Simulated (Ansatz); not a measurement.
Two shapes of singlet LiH₂O(+).

Shape 1:

```xyz
4

Li    0.0398   -0.0278   -1.5007
O    -0.0384    0.0300    0.3175
H     0.0326    0.7901    0.8875
H    -0.0280   -0.8049    0.8990
```

Shape 2:

```xyz
4

Li    0.0000    0.0000   -1.3696
O     0.0000    0.0000    0.3023
H     0.0000    0.7068    0.8451
H     0.0000   -0.7068    0.8451
```

Basis set: cc-pVDZ (spherical functions). Frozen core: 1 orbital. Charge 1, multiplicity 1.

Computed with Ansatz (development build ahead of 0.2.0); each method stands on the lowest determinant of its kind that the runs found.

**Question.** Which shape is lower in energy, and by how much in each method?

**Answer.**

```csv
method,E(2) − E(1) (eV)
RHF,0.294
RHF-MP2,0.476
```

Shape 1 is lower.
